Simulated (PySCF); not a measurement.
## How exact exchange moves a shielding

Molecule: `C#CC(C)(C)F`, C₅H₇F.

Mapped SMILES: `[CH:1]#[C:2][C:3]([CH3:4])([CH3:5])[F:6]` (H(Xn): hydrogen on atom n).

GIAO shieldings (ppm, equivalent atoms averaged) in PySCF on the PBE0-D3(BJ)/def2-SVP geometry, basis pcSseg-1, gas phase, non-relativistic:

```tsv
functional	exact exchange (%)	σ(C3)	σ(C2)	σ(F6)
BLYP	0	85.2	88.8	323.0
BP86	0	90.6	92.1	323.9
PBE	0	91.2	92.3	323.1
B3LYP	20	92.2	92.2	336.6
PBE0	25	99.4	96.5	339.7
BHandHLYP	50	101.4	97.4	353.6
HF	100	116.4	107.4	378.6
```

(1) Fit each shielding as a line in the percentage of exact exchange.

(2) What does the line predict for mPW1PW91 (25 %), and what does the run give?

Results:

(1) σ(C3) = 89.1 + 0.27 x (rms 2.4 ppm); σ(C2) = 90.8 + 0.16 x (rms 1.5 ppm); σ(F6) = 324.3 + 0.56 x (rms 1.2 ppm). The functionals also differ in their semilocal parts, which the line can't hold; Hartree–Fock has no correlation at all.

(2) σ(C3): 95.8 predicted, 98.6 computed; σ(C2): 94.8 predicted, 96.1 computed; σ(F6): 338.3 predicted, 340.4 computed ppm.
